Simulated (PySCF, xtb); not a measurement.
O3, SMILES O=[O+][O-] (connectivity only; charge and spin as stated), charge -1, multiplicity 2.

The structure is a stationary point at PBE0-D3(BJ)/def2-TZVPD. The isomer is the one that the SMILES or the coordinates give; other isomers of the formula were not compared.

Calculation: IEF-PCM-B3LYP/def2-SVPD (PySCF).

The values are the electrostatic part of the solvation free energy, E(continuum) − E(gas) at the gas-phase geometry, in a cavity of scaled van der Waals radii (PySCF's table); cavitation and dispersion terms are not included.

```json
[
 {"solvent": "water", "ε": "78.36", "ΔG(elec) (kcal/mol)": "-66.9"},
 {"solvent": "cyclohexanone", "ε": "15.62", "ΔG(elec) (kcal/mol)": "-63.4"},
 {"solvent": "chlorobenzene", "ε": "5.70", "ΔG(elec) (kcal/mol)": "-55.7"}
]
```

For comparison, GFN2-xTB/ALPB(water) (xtb, at the GFN2-xTB geometry, all terms of that model) gives -69.6 kcal/mol.
